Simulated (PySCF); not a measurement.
Compound: mercaptoacetone, C₃H₆OS.
SMILES with atom numbers: `[CH3:1][C:2](=[O:3])[CH2:4][SH:5]` (hydrogens: H6, H7, H8 on C1; H9, H10 on C4; H11 on S5)

The same species was optimised twice, with GFN2-xTB and with PBE0-D3(BJ)/def2-SVP (PySCF), and the same property calculations (PySCF, gas phase) were run on both structures.

```csv
coordinate,GFN2-xTB,PBE0-D3(BJ)/def2-SVP,change
S5–H11 (Å),1.331,1.351,+0.020
C1–H6 (Å),1.089,1.103,+0.014
C4–H10 (Å),1.088,1.100,+0.012
C1–H7 (Å),1.088,1.100,+0.012
C1–H8 (Å),1.087,1.097,+0.010
C4–S5 (Å),1.831,1.822,-0.009
C4–H9 (Å),1.090,1.098,+0.008
C1–C2 (Å),1.502,1.505,+0.003
C2=O3 (Å),1.204,1.207,+0.003
C2–C4 (Å),1.515,1.518,+0.003
S5–C4–H9 (°),108.6,110.9,+2.3
C2–C4–S5 (°),107.9,110.2,+2.3
C1–C2–C4 (°),114.5,116.7,+2.2
C2–C4–H9 (°),111.6,109.4,-2.2
H9–C4–H10 (°),110.9,109.6,-1.3
O3–C2–C4 (°),121.4,120.2,-1.2
C1–C2–O3 (°),124.1,123.0,-1.1
H6–C1–H7 (°),108.2,107.6,-0.6
C1–C2–C4–S5 (°),-78,-77,+1
```

Rotational constants: A = 7021, B = 2525, C = 2191 MHz (GFN2-xTB) against A = 7106, B = 2459, C = 2132 MHz (PBE0-D3(BJ)/def2-SVP). Point groups within 0.08 Å: C1 and C1.

On the GFN2-xTB structure: HOMO (eV) -7.08 [PBE0/pcSseg-1]; LUMO (eV) -0.85 [PBE0/pcSseg-1]; dipole (D) 1.82 [PBE0/pcSseg-1]; GIAO shielding of C1 (ppm) 159.5 [PBE0/pcSseg-1]; GIAO shielding of C2 (ppm) -20.3 [PBE0/pcSseg-1]; GIAO shielding of O3 (ppm) -329.2 [PBE0/pcSseg-1]; GIAO shielding of C4 (ppm) 149.0 [PBE0/pcSseg-1]; GIAO shielding of S5 (ppm) 581.6 [PBE0/pcSseg-1].

**Question.** What do these properties become on the PBE0-D3(BJ)/def2-SVP structure?

**Answer.** 
| property | level | on GFN2-xTB | on PBE0-D3(BJ)/def2-SVP | change |
| --- | --- | --- | --- | --- |
| HOMO (eV) | PBE0/pcSseg-1 | -7.08 | -7.07 | +0.01 |
| LUMO (eV) | PBE0/pcSseg-1 | -0.85 | -0.87 | -0.02 |
| dipole (D) | PBE0/pcSseg-1 | 1.82 | 1.79 | -0.03 |
| energy, GFN2-xTB geometry as zero (kcal/mol) | PBE0/pcSseg-1 | 0.0 | -0.7 | -0.7 |
| GIAO shielding of C1 (ppm) | PBE0/pcSseg-1 | 159.5 | 157.8 | -1.7 |
| GIAO shielding of C2 (ppm) | PBE0/pcSseg-1 | -20.3 | -22.5 | -2.2 |
| GIAO shielding of O3 (ppm) | PBE0/pcSseg-1 | -329.2 | -346.6 | -17.4 |
| GIAO shielding of C4 (ppm) | PBE0/pcSseg-1 | 149.0 | 147.6 | -1.4 |
| GIAO shielding of S5 (ppm) | PBE0/pcSseg-1 | 581.6 | 582.9 | +1.3 |

The heavy atoms differ by 0.031 Å rms after alignment. Among all bonds S5–H11 changes most (+0.020 Å). Changes are differences of the printed values. Neither structure is proved a minimum here.

The values belong to the conformer `[CH3:1][C:2](=[O:3])[CH2:4][SH:5]`: C1–C2–C4–S5 -77°, H–S5–C4–C2 -61°.
